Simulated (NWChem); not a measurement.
## hydrogen fluoride (HF) in NWChem

```xyz
2

F      0.0000     0.0000     0.0925
H      0.0000     0.0000    -0.8323
```
Charge 0, spin multiplicity 1.

All runs are NWChem calculations. Structure: optimised with B3LYP/def2-SVP, a minimum by its harmonic frequencies.

Symmetry labels belong to the abelian group C2v used in the runs, with the axes of the coordinates shown; states degenerate in a higher group split over its labels.

B3LYP has NWChem's definition, with VWN1-RPA local correlation.

Problem. List the lowest 4 singlet excitations that TD-B3LYP/aug-cc-pVDZ, VWN1-RPA local correlation gives, with oscillator strengths.

Solution. 
```json
[
 {"state": "1", "symmetry": "b1", "energy (eV)": "9.39", "wavelength (nm)": "132", "f": "0.037"},
 {"state": "2", "symmetry": "b2", "energy (eV)": "9.39", "wavelength (nm)": "132", "f": "0.037"},
 {"state": "3", "symmetry": "b1", "energy (eV)": "12.78", "wavelength (nm)": "97", "f": "0.005"},
 {"state": "4", "symmetry": "b2", "energy (eV)": "12.78", "wavelength (nm)": "97", "f": "0.005"}
]
```
